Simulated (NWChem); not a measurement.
System: acetone (C₃H₆O); SMILES CC(C)=O

Here is an NWChem input.

```
start job
memory heap 200 mb stack 900 mb global 1100 mb
geometry units angstroms noautoz
  C     -1.284550    -0.000719    -0.615008
  C      0.000000     0.000000     0.180731
  C      1.284550     0.000719    -0.615008
  O      0.000000     0.000000     1.387736
  H     -1.329902    -0.883864    -1.272262
  H     -1.333812     0.885068    -1.268338
  H     -2.142753    -0.004571     0.068435
  H      2.142753     0.004571     0.068435
  H      1.333812    -0.885068    -1.268338
  H      1.329902     0.883864    -1.272262
end
basis spherical
  * library def2-svp
end
dft
  xc b3lyp
  iterations 150
  mulliken
end
task dft energy
```

All runs use the structure optimised with PBE0/def2-SVP.

### Question
Predict the main results of this run. (B3LYP/def2-SVP.) Quantities: energy (Ha); highest occupied level (eV); orbital gap (eV); dipole (D).

### Answer
The energy (Ha) is -193.01. The highest occupied level (eV) is -6.79 and the orbital gap (eV) comes out as 6.38. The dipole (D) comes out as 2.79.
